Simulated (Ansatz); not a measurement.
**CH5Al: one species, many methods**

One table from this session's results is given with a row withheld; the runs are named, their logs left out.

The runs use Ansatz 0.2.0, Gaussian basis; functionals in def2-TZVPP, the program's frozen cores in correlated methods.

The runs, in order: LDA (SPW92), PBE-D4, revPBE-D4, BLYP-D4, r2SCAN-D4, B97M-V, PBE0-D4, B3LYP-D4, r2SCANh-D4, r2SCAN0-D4, HSE06-D4, BHLYP-D4, CAM-B3LYP-D4, LC-ωPBE, ωB97X-V, ωB97M-V, B2PLYP, PBE-QIDH; CCSD(T)/def2-SVP; CCSD(T)/def2-TZVPP; CCSD(T)/def2-QZVPP; extrapolation to the limit; RPA on PBE.

### Structure used throughout

The geometry comes from an earlier relaxation with PBE0-D4 in a triple-zeta def2 set; it is a stationary point, not always the lowest conformer.

SMILES `[CH3][AlH2]`, 7 atoms, charge 0, spin multiplicity 1.

Atoms are counted from 1 here; the program's logs count them from 0.

Bond lengths: C1–Al2 1.950 Å, C1–H3 1.093 Å, C1–H4 1.097 Å, C1–H5 1.093 Å, Al2–H6 1.590 Å, Al2–H7 1.590 Å. Angles: Al2–C1–H3 112.6°, Al2–C1–H4 109.5°, Al2–C1–H5 112.5°, H3–C1–H4 106.7°, H3–C1–H5 108.6°, H4–C1–H5 106.6°, C1–Al2–H6 120.6°, C1–Al2–H7 120.6°, H6–Al2–H7 118.8°.

Coordinates:

```xyz
7

C    -0.4485   -0.6956   -0.3555
Al    0.5629    0.7783    0.4247
H    -1.0631   -1.2196    0.3808
H    -1.1344   -0.3064   -1.1182
H     0.1934   -1.4255   -0.8556
H     0.0160    1.5493    1.7034
H     1.9348    1.2516   -0.2254
```

The first run:

in.yaml

```yaml
crystal:
  periodic: [false, false, false]
  atoms:
    - {symbol: C, position_ang: [-0.448469, -0.695645, -0.355495]}
    - {symbol: Al, position_ang: [0.562909, 0.778282, 0.424709]}
    - {symbol: H, position_ang: [-1.063053, -1.219627, 0.380849]}
    - {symbol: H, position_ang: [-1.134388, -0.306439, -1.118223]}
    - {symbol: H, position_ang: [0.193360, -1.425483, -0.855577]}
    - {symbol: H, position_ang: [0.016015, 1.549337, 1.703444]}
    - {symbol: H, position_ang: [1.934826, 1.251575, -0.225407]}
basis:
  gaussian: {orbitals: def2-TZVPP}
hamiltonian: {xc: lda}
output: {orbitals: {seedname: orbitals}}
```

Among the steps run: LDA; PBE-D4 (GGA); revPBE-D4 (GGA); BLYP-D4 (GGA); r2SCAN-D4 (meta-GGA); B97M-V (meta-GGA); PBE0-D4 (hybrid); B3LYP-D4 (hybrid); r2SCANh-D4 (hybrid); r2SCAN0-D4 (hybrid); HSE06-D4 (hybrid); BHLYP-D4 (hybrid); CAM-B3LYP-D4 (range-separated); LC-ωPBE-D4 (range-separated; the results give it without D4); ωB97X-V (range-separated); ωB97M-V (range-separated); B2PLYP (double hybrid); PBE-QIDH (double hybrid).

One table of the session follows, with a row left open; its other results are not shown here.

It belongs to the step «Frontier levels by functional». 

| functional | HOMO (eV) | LUMO (eV) | gap (eV) |
| --- | --- | --- | --- |
| LDA (SPW92) | -6.92 | -2.30 | 4.62 |
| PBE-D4 | -6.82 | -2.07 | 4.75 |
| revPBE-D4 | -6.78 | -1.96 | 4.82 |
| BLYP-D4 | -6.70 | -1.98 | 4.72 |
| r2SCAN-D4 | -7.10 | -1.70 | 5.40 |
| B97M-V | -7.21 | -1.97 | 5.24 |
| PBE0-D4 | -8.09 | -1.29 | 6.80 |
| B3LYP-D4 | -7.87 | -1.52 | 6.35 |
| r2SCANh-D4 | -7.57 | -1.44 | 6.12 |
| r2SCAN0-D4 | -8.27 | -1.07 | 7.20 |
| HSE06-D4 | ? | ? | ? |
| BHLYP-D4 | -9.27 | -0.56 | 8.72 |
| CAM-B3LYP-D4 | -9.48 | -0.40 | 9.08 |
| LC-ωPBE | -10.89 | 0.72 | 11.61 |
| ωB97X-V | -10.50 | 0.59 | 11.10 |
| ωB97M-V | -10.33 | 0.28 | 10.61 |

Estimate the missing values for HSE06-D4.

The run gave: HOMO (eV): -7.68; LUMO (eV): -1.66; gap (eV): 6.03. In the column «HOMO (eV)» it lies between B3LYP-D4 (-7.87) and r2SCANh-D4 (-7.57).
